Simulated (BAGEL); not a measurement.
triplet C2H4N2S2: a scaling law for UHF

C2H4N2S2 has 10 atoms, charge 0, and is taken as a triplet. As SMILES of the parent species, `NC(=S)C(N)=S`. The shape is that of a PBE0-D4/def2-TZVP optimisation. This is one conformer, not always the lowest. That shape belongs to the parent species and isn't relaxed for this state.

UHF (density fitting with tzvpp-jkfit), energy, BAGEL 1.2.2, on 1 thread of Intel Xeon at 2.30GHz, shared host. N is the number of basis functions, t the processor time.

```
      basis    N  t (s)   ln N   ln t
 def2-SV(P)  100    7.3  4.605  1.988
   def2-SVP  112    8.3  4.718  2.116
  def2-SVPD  166     15  5.112  2.708
  def2-TZVP  222     26  5.403  3.258
 def2-TZVPP  264      ?  5.576      ?
def2-TZVPPD  318     47  5.762  3.850
```

Fit t = C·Nᵖ to the known rows and estimate the time in def2-TZVPP.


1. Means of the 5 rows: ln N = 5.12000, ln t = 2.7840.
2. Σ(Δln N)² = 0.91915, Σ(Δln N·Δln t) = 1.4976, so the slope is 1.4976/0.91915 = 1.6293.
3. Intercept: 2.7840 − (1.6293) × 5.12000 = -5.5580. The largest residual of the fit is 0.063.
4. ln t = -5.5580 + 1.6293 × 5.576, so t ≈ 34 s.

The run took 28 s, so the estimate is too long by a factor of about 1.2. The fitted power is 1.6, with the electron count fixed. The times don't lie on a line: the count of functions alone doesn't set the cost here, and shared hosts add noise. SCF iterations also vary, from 29 to 38.
